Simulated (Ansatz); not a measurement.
Voigt–Reuss–Hill shear modulus of fcc Pb at several levels of theory

No measured value is used here.

```
level (code)     value (GPa)  cell (Å³/atom)
---------------  -----------  --------------
LDA (Ansatz)            12.7           29.05
PBE (Ansatz)      (withheld)           32.01
PBEsol (Ansatz)         12.4           30.02
r²SCAN (Ansatz)         10.3           31.13
```

### Question
Some entries are withheld; supply them.

### Answer

- PBE (Ansatz, an electronic-structure program), value (GPa): 10.9

Density-functional levels without +SOC have no spin–orbit coupling. Each level is taken at its own relaxed cell. Cutoffs differ between the levels. Ansatz's density-functional and Hartree–Fock values are scalar-relativistic unless marked +SOC, with PAW data made under PBE.
